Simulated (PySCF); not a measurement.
Species: F₂O₂S.
SMILES: `O=S(=O)(F)F`

The closed-shell ground state was solved at several levels (PySCF, density fitting, gas phase, non-relativistic). Isolated species at its PBE0-D3(BJ)/def2-SVP geometry, gas phase.

```json
{"level": "PBE0/pcSseg-0", "basis functions": "49", "total energy (Eh)": "-746.2767", "HOMO (eV)": "-11.12", "LUMO (eV)": "-1.55", "gap (eV)": "9.57", "dipole (D)": "0.64"}
{"level": "PBE0/cc-pVTZ", "basis functions": "154", "total energy (Eh)": "-747.9665", "HOMO (eV)": "-10.64", "LUMO (eV)": "-0.45", "gap (eV)": "10.19", "dipole (D)": "0.88"}
{"level": "PBE0/IGLO-III", "basis functions": "184", "total energy (Eh)": "-747.9910", "HOMO (eV)": "-10.72", "LUMO (eV)": "-0.60", "gap (eV)": "10.12", "dipole (D)": "0.86"}
{"level": "PBE0/aug-cc-pVDZ", "basis functions": "119", "total energy (Eh)": "-747.8202", "HOMO (eV)": "-10.71", "LUMO (eV)": "-1.09", "gap (eV)": "9.62", "dipole (D)": "0.82"}
```

Estimate the row for PBE0/cc-pVDZ, a basis of 74 functions; the other rows only guide the guess.

Total energy -747.7743 Eh, HOMO -10.36 eV, LUMO -0.28 eV, gap 10.08 eV, dipole 0.71 D.

Over all these levels, which gives the widest orbital gap and which the narrowest?

PBE0/cc-pVTZ has the widest, 10.19 eV, and PBE0/pcSseg-0 the narrowest, 9.57 eV. From the narrowest to the widest the HOMO moves by +0.48 eV and the LUMO by +1.10 eV.

How much does the basis alone move the frontier levels among the 5 PBE0 rows (the withheld one included)?

The HOMO by 0.76 eV and the LUMO by 1.27 eV. By rising basis size (HOMO, LUMO in eV): pcSseg-0 -11.12, -1.55; cc-pVDZ -10.36, -0.28; aug-cc-pVDZ -10.71, -1.09; cc-pVTZ -10.64, -0.45; IGLO-III -10.72, -0.60.

How far do the dipole and the HOMO energy spread over the levels?

The dipole runs from 0.64 to 0.88 D (mean 0.78 D) and the HOMO from -11.12 to -10.36 eV.
